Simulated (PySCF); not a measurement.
Bond length, frequency and bond energy of SO by level of theory

State: ³Σ⁻ (triplet), unpaired electrons π ↑↑. Set-up: basis S 6-311G(d,p), O 6-311G(d,p); no relativity; PySCF 2.14. De refers to S + O in their high-spin ground configurations, without counterpoise correction. The functionals are run spin-unrestricted. A positive dipole means S(−)O(+).

| Level | Re (Å) | ωe (cm⁻¹) | De (eV) | μ (D) |
| --- | --- | --- | --- | --- |
| UHF | 1.461 | 1310 | 1.72 | -2.00 |
| UHF-MP2 | 1.514 | 1091 | 4.71 | n/a |
| UHF-SCS-MP2 | 1.501 | 1144 | 4.34 | n/a |
| UHF-CCSD | 1.501 | 1144 | 4.10 | n/a |
| UHF-CCSD(T) | 1.511 | 1101 | 4.35 | n/a |
| PBE | 1.529 | 1059 | 5.61 | -1.57 |
| BLYP | 1.540 | 1020 | 5.38 | -1.61 |
| BP86 | 1.531 | 1052 | 5.58 | -1.61 |
| r²SCAN | 1.512 | 1109 | 5.22 | -1.63 |
| PBE0 | 1.500 | 1156 | 4.93 | -1.70 |
| r²SCAN0 | 1.492 | 1183 | 4.66 | -1.74 |
| LC-ωPBE | 1.487 | 1223 | 4.84 | -1.83 |

Question: Which functional lies closest to UHF-CCSD(T) in De, which farthest, and by how much do they differ from it?

Answer: Closest is r²SCAN0 (-1.9 pm in Re, +7.4 % in ωe, +0.31 eV in De against UHF-CCSD(T) in the same basis), farthest PBE (+1.8 pm in Re, -3.8 % in ωe, +1.26 eV in De). CCSD(T) converges more slowly with the basis than the functionals do and binds too weakly in this one, so the order can change at the basis-set limit.

Question: What does a quarter of exact exchange do here, going from PBE to PBE0?

Answer: PBE0 less PBE: -2.9 pm in Re, +9.2 % in ωe, -0.68 eV in De. Exact exchange removes part of the self-interaction that spreads semilocal densities, and in most molecules shortens and stiffens the bond and lowers De; so it does here.

Question: What does the step from GGA to meta-GGA do here, going from PBE to r²SCAN?

Answer: r²SCAN less PBE: -1.7 pm in Re, +4.7 % in ωe, -0.39 eV in De. 

Measured (Huber and Herzberg, Constants of Diatomic Molecules (1979)): Re = 1.481087 Å, ωe = 1149.22 cm⁻¹.

Correlated steps freeze 6 core orbitals. The state is the lowest determinant that a PBE0 search found; another state may lie lower at other levels.

The whole job (state search and all levels along the bond) took about 1.5 min on 1 thread of Arm Neoverse V2 (shared host), peak memory 0.52 GiB.
